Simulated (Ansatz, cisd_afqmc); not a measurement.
System: C2H5O, charge 0, doublet. C2H5O (SMILES [CH2]CO, doublet).
B3LYP-D3(BJ)/def2-TZVP minimum from Ansatz (an electronic-structure program):
```xyz
8

C      1.1499    -0.5481     0.0778
C      0.1001     0.4855     0.1538
O     -1.1512    -0.0848    -0.2195
H     -1.8025     0.6203    -0.2893
H      0.0546     0.9063     1.1703
H      0.3469     1.3296    -0.5164
H      2.1102    -0.3827     0.5442
H      0.9997    -1.4196    -0.5423
```
Charge 0, spin multiplicity 2.

Total energies in cc-pVDZ, 19 correlated electrons, 3 frozen orbitals. Radicals and triplets start from unrestricted determinants; spin-orbit coupling is neglected. Correlated methods leave the cores frozen. No relativity. AFQMC is phaseless with a CISD trial state; ± is one standard error, without the phaseless bias. Outlying blocks are dropped, and bars are widened where a walk drifts. Over all cases where full CI ran beside it in this data, AFQMC minus full CI had a median of +0.1 mEh and passed +0.4 mEh in a tenth of the cases.

```
method         program         energy (Eh)  minus CCSDT(Q) (mEh)
----------  ----------  ------------------  --------------------
HF              Ansatz          -153.45865                496.78
MP2             Ansatz          -153.90466                 50.78
CCSD            Ansatz          -153.94232                 13.12
CCSD(T)         Ansatz          -153.95376                  1.68
CCSDT(Q)        Ansatz          -153.95544                  0.00
AFQMC/CISD  cisd_afqmc  -153.9559 ± 0.0004            -0.5 ± 0.4
```

Rough core times of Ansatz's runs on a shared machine: CCSD(T) under 20 s, CCSDT(Q) 20 min.
